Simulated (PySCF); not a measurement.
# Towards the basis-set limit for BS

One table from this session's results is given with a row withheld; the runs are named, their logs left out.

Computed with PySCF 2.14.0. Level: CCSD(T) on ROHF, no relativity in the base curves; scalar relativity is added as a correction.

The first run:

| Quantity | Value |
| --- | --- |
| molecule | BS |
| state | doublet, unpaired electrons σ ↑ |
| smaller basis | B cc-pVTZ, S cc-pV(T+d)Z |
| larger basis | B cc-pVQZ, S cc-pV(Q+d)Z |
| frozen core orbitals | 6 |
| extrapolation | correlation as n⁻³ (n = 3, 4), Hartree–Fock as (n+1)·exp(−9√n) |
| corrections | core–valence correlation, scalar relativity |
| distances (Å) | 1.4218, 1.4865, 1.5511, 1.6157, 1.6803, 1.7611, 1.8419 |
| masses (u) | 11.0093, 31.9721 |
| dissociation limit | B + S |

Among the steps run: Coupled cluster at each distance.

One of the session's tables, all rows but one given; the rest of the session is left out.

It belongs to the step «Coupled cluster at each distance». Parts of the energy along the bond, in eV from B + S:

```
 R (Å)  HF/CBS  CCSD corr.      (T)  core–valence  relativity
1.4218  -3.284      -1.207  -0.2220       -0.0894      0.0027
1.4865  -3.909      -1.224  -0.2425       -0.0718      0.0065
1.5511       ?           ?        ?             ?           ?
1.6157  -4.233      -1.277  -0.2899       -0.0445      0.0107
1.6803  -4.089      -1.311  -0.3162       -0.0340      0.0115
1.7611  -3.734      -1.359  -0.3504       -0.0232      0.0118
1.8419  -3.257      -1.411  -0.3838       -0.0146      0.0114
```

Q: Estimate the row for R (Å) = 1.5511 from the others.

Worked estimate for «HF/CBS». A straight line through the neighbours (1.4865, -3.909) and (1.6157, -4.233) gives -3.909 + (-4.233 + 3.909) × (1.5511 − 1.4865) / (1.6157 − 1.4865) = -4.071; a parabola fitted to 4 rows on both sides gives -4.199.

The run gave: HF/CBS: -4.196; CCSD corr.: -1.248; (T): -0.2652; core–valence: -0.0570; relativity: 0.0091. In «HF/CBS» the line misses by +0.125 and the parabola by -0.003.
